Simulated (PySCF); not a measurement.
## Partial charges of `C=CCC=C`

Species: C₅H₈.
SMILES with atom numbers: `[CH2:1]=[CH:2][CH2:3][CH:4]=[CH2:5]` (hydrogens: H6, H7 on C1; H8 on C2; H9, H10 on C3; H11 on C4; H12, H13 on C5)

Geometry (PBE0-D3(BJ)/def2-TZVP, Å), atoms numbered from 1 in this order:
```xyz
13
C5H8 angstrom
C      2.315   -0.062    0.466
C      1.202    0.349   -0.124
C      0.014   -0.516   -0.413
C     -1.209   -0.048    0.312
C     -2.322    0.369   -0.272
H      2.440   -1.094    0.779
H      3.140    0.614    0.657
H      1.108    1.392   -0.419
H     -0.189   -0.518   -1.490
H      0.246   -1.547   -0.123
H     -1.142   -0.048    1.399
H     -2.421    0.388   -1.354
H     -3.176    0.704    0.305
```

Density: PBE0/pcSseg-2 (PySCF); schemes: Mulliken, IAO, Hirshfeld and ESP-fitted. Isolated species at its PBE0-D3(BJ)/def2-TZVP geometry (one conformer only).

**Question.** Atoms with like bonding are taken together and averaged. Do the Mulliken, IAO, Hirshfeld and ESP-fitted schemes agree on where the charge is lowest?

**Answer.** The schemes don't all agree: Mulliken C2/C4 (-0.120); IAO C1/C5 (-0.334); Hirshfeld C1/C5 (-0.111); ESP-fitted C1/C5 (-0.554).

**Question.** Do the Mulliken, IAO, Hirshfeld and ESP-fitted schemes agree on where the charge is highest?

**Answer.** The schemes don't all agree: Mulliken C3 (+0.085); IAO H7/H13 (+0.155); Hirshfeld H9/H10 (+0.050); ESP-fitted H6/H12 (+0.219).

**Question.** Give the atomic charges in each scheme.

**Answer.** In e; atoms taken as equivalent share a row and are averaged (×n: the atom named and its like, n in all):

```json
{"atom": "C1/C5", "environment": "terminal =CH2 carbon", "Mulliken": "-0.086", "IAO": "-0.334", "Hirshfeld": "-0.111", "ESP-fitted": "-0.554"}
{"atom": "C2/C4", "environment": "alkene CH carbon", "Mulliken": "-0.120", "IAO": "-0.127", "Hirshfeld": "-0.040", "ESP-fitted": "-0.080"}
{"atom": "C3", "environment": "allylic carbon", "Mulliken": "+0.085", "IAO": "-0.273", "Hirshfeld": "-0.077", "ESP-fitted": "-0.014"}
{"atom": "H6/H12", "environment": "vinylic hydrogen", "Mulliken": "+0.044", "IAO": "+0.145", "Hirshfeld": "+0.045", "ESP-fitted": "+0.219"}
{"atom": "H7/H13", "environment": "vinylic hydrogen", "Mulliken": "+0.057", "IAO": "+0.155", "Hirshfeld": "+0.047", "ESP-fitted": "+0.208"}
{"atom": "H8/H11", "environment": "vinylic hydrogen", "Mulliken": "+0.037", "IAO": "+0.147", "Hirshfeld": "+0.047", "ESP-fitted": "+0.142"}
{"atom": "H9/H10", "environment": "methylene hydrogen", "Mulliken": "+0.026", "IAO": "+0.149", "Hirshfeld": "+0.050", "ESP-fitted": "+0.073"}
```

Mean size of the charges over all atoms: ESP-fitted 0.197 e, IAO 0.184 e, Mulliken 0.064 e, Hirshfeld 0.058 e. Each set sums to the total charge, 0, to within 0.001 e. The IAO scheme counts the electrons in orthogonalised intrinsic atomic orbitals, a minimal basis polarised so that it spans the occupied orbitals exactly.

**Question.** How closely do the schemes follow one another over all atoms?

**Answer.** Correlation coefficient and root-mean-square difference: IAO with Hirshfeld 1.00, 0.135 e; Hirshfeld with ESP-fitted 0.90, 0.202 e; IAO with ESP-fitted 0.89, 0.123 e; Mulliken with ESP-fitted 0.72, 0.212 e; Mulliken with Hirshfeld 0.65, 0.057 e; Mulliken with IAO 0.63, 0.163 e.

**Question.** Sum the charges by element.

**Answer.** 
| element | atoms | Mulliken | IAO | Hirshfeld | ESP-fitted |
| --- | --- | --- | --- | --- | --- |
| C | 5 | -0.328 | -1.194 | -0.379 | -1.282 |
| H | 8 | +0.328 | +1.194 | +0.379 | +1.283 |

**Question.** How many electrons does the IAO scheme count on C3?

**Answer.** Z − q = 6 − (-0.273) ≈ 6.272.

The run behind these numbers computed NMR shieldings as well. Time: 79 s wall, 2.2 min CPU; peak memory 1.9 GiB. Hardware: 2 threads of an Intel Xeon at 2.50 GHz, shared host with 64 logical CPUs at a one-minute load of 61.
